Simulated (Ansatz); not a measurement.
System: CH4N, charge -1, multiplicity 1. It need not be the lowest isomer of its formula. Whether it binds its extra electron was not tested at this geometry. 
Structure (B3LYP-D3(BJ)/def2-TZVP (Ansatz, a first-principles code) minimum search):
```
C
H 1 1.1082
N 1 1.4206 2 109.69
H 3 1.0278 1 106.57 2 -180.00
H 1 1.1411 2 103.07 3 -127.34
H 1 1.1411 2 103.07 5 -105.33
```
Charge -1, spin multiplicity 1.

Basis-set convergence of Hartree-Fock and MP2 correlation energies (hartree) with Ansatz. Correlated levels leave the core frozen unless marked. No spin-orbit coupling. No relativistic terms.

```json
[
 {"basis": "aug-cc-pVDZ", "functions": "82", "E(HF)": "-94.56055", "E(corr, MP2)": "-0.36308"},
 {"basis": "aug-cc-pVTZ", "functions": "184", "E(HF)": "?", "E(corr, MP2)": "?"}
]
```

### Question
Some entries are withheld; supply them.

### Answer

- aug-cc-pVTZ, E(HF): -94.58261
- aug-cc-pVTZ, E(corr, MP2): -0.43193
